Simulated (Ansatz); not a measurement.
The cluster SiS₂ (the lowest singlet isomer of a short search) was relaxed with B3LYP-D4 (def2-TZVP) in Ansatz in these states: neutral quintet, neutral singlet, neutral triplet. The geometries follow in no particular order.

A:

```xyz
3

Si    0.000    0.000    0.000
S     0.079   -1.865   -0.471
S    -0.079    1.865    0.471
```

B:

```xyz
3

Si   -0.363   -0.296   -0.632
S     1.637    0.026   -0.463
S    -1.274    0.270    1.095
```

C:

```xyz
3

Si   -0.852   -0.135    0.606
S     1.233    0.245    0.870
S    -0.381   -0.109   -1.477
```

Judge from the bond lengths which geometry belongs to which state (an estimate).

A is the neutral singlet (Si1–S3 1.925 Å, Si1–S2 1.925 Å); B is the neutral triplet (Si1–S3 2.033 Å, Si1–S2 2.033 Å); C is the neutral quintet (Si1–S3 2.135 Å, Si1–S2 2.135 Å).

At PBE0-D4/def2-TZVP a singlet lies 1.73 eV below the neutral triplet. At PBE0-D4/def2-TZVP a singlet lies 4.50 eV below the neutral quintet. These are the stationary points nearest to one start from a short search; other shapes may lie lower in each state.
